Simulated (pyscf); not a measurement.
This saddle point was located with ωB97X-D3(BJ)/def2-SVP in PySCF.

```xyz
11

P     -2.5814    -1.1150     1.0007
O     -0.9940    -0.0790     0.7270
Si     0.0637    -0.1288    -0.6073
H     -3.5948    -0.6986     0.0879
H     -1.9785    -1.9609    -0.0241
H      1.0014     1.0065    -0.4132
H      0.7817    -1.4282    -0.6097
H     -0.7284     0.0326    -1.8558
Si    -2.0296     1.2835     1.4122
H     -1.9392     2.2846     0.2826
H     -1.1407     1.9096     2.4545
```
Charge 0, spin multiplicity 1.

Surface: singlet, charge 0. Lowest wavenumbers (cm⁻¹): 466i, 95, 127, 139, 219.

### Question
Which two sides does it connect, and which bonds change?

### Answer
H₃Si–O–PH₂ (SMILES [SiH3]OP) + SiH₂ (SMILES [SiH2]) [singlet] <-> H₃Si–O–SiH₂–PH₂ (SMILES [SiH3]O[SiH2]P), an insertion read from left to right: O–P broken and P–Si, O–Si formed. At CCSD(T)/def2-TZVPP + ΔMP2(QZVPP) it lies -7.1 kcal/mol from the left side and +80.6 kcal/mol from the right (each side as separated species at their lowest minima found). On the reactant side the descent ends in an adduct with a O–Si contact, 20.0 kcal/mol under the separated species and 8.9 kcal/mol under the saddle at ωB97X-D3(BJ)/def2-TZVP. At CCSD(T) the saddle lies under the separated reactants, which points to a path from their complex (located at ωB97X-D3(BJ) alone). What is counted as formed (O–Si) is already present as a longer contact in the reactant adduct; forming that adduct is a step of its own. At ωB97X-D3(BJ) the barrier from the zero used here is -11.1 kcal/mol. H₃Si–O–PH₂ lies 5.7 kcal/mol over its isomer HO–SiH₂–PH₂ (electronic energy, ωB97M-D3(BJ)). This is the saddle that the search found; another between the same sides may lie lower. The CCSD(T) − MP2 part came from Ansatz, without density fitting, on the same reference.
